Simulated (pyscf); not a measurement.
Structures and frequencies: ωB97X-D3(BJ)/def2-SVP in PySCF.

**Question.** H₃C–Al(CH₃)–CH₂–CH₂–NH₂ (SMILES [CH3][Al]([CH3])[CH2]CN) -> H₃C–Al(CH₃)–NH₂ (SMILES [CH3][Al]([CH3])[NH2]) + H₂C=CH₂ (SMILES C=C)
Surface: singlet. Broken: Al–C, C–N. Formed: Al–N. Give ΔE‡ and ΔE from ωB97M-D3(BJ)/def2-TZVP, relative to the reactant's lowest minimum found.

**Answer.** ΔE‡ = 0.89 eV, ΔE = +0.40 eV. Zero-point energy shifts the barrier by -0.12 eV. It is an elimination, with an imaginary mode of 414i cm⁻¹. On the product side the descent ends in a complex, 0.33 eV under the separated species and 0.71 eV under the saddle at ωB97X-D3(BJ)/def2-TZVP. What is counted as formed (Al–N) is already present as a longer contact in the reactant adduct; forming that adduct is a step of its own. H₃C–Al(CH₃)–CH₂–CH₂–NH₂ is closed by a dative Al–N contact. H₃C–Al(CH₃)–CH₂–CH₂–NH₂ lies 0.54 eV over its isomer H₃C–CH₂–CH₂–Al(CH₃)–NH₂ (electronic energy, ωB97M-D3(BJ)/def2-TZVP). One saddle was located; it need not be the lowest between these sides.
